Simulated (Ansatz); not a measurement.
2H MoS₂, treated with r²SCAN-D4 (PAW; Ansatz, a first-principles code).

Run with plane-wave cutoff 560 eV, 12×12×4 k mesh (along the axes of the cell as run), Fermi–Dirac smearing 0.01 eV, no spin polarisation, scalar-relativistic PAW data made under PBE.

Computed at the level's own relaxed cell.

Q: What does this level give for the equilibrium lattice constant a, smallest direct gap on the k points sampled and c axis length?

A: 
* **equilibrium lattice constant a**: 3.174 Å
* **smallest direct gap on the k points sampled**: 1.74 eV
* **c axis length**: 12.486 Å

Measured, for comparison: lattice constant a 3.16 Å, lattice parameter c 12.294 Å (300 K, no zero-point or thermal correction; as tabulated in arXiv:1605.07067). Computed (rounded) less measured: lattice constant a +0.4 %, lattice parameter c +1.6 %.

Note: the bulk modulus comes from volumes at which shape and atoms were relaxed.

Spin–orbit coupling is not included.

Computed values are for the static lattice.
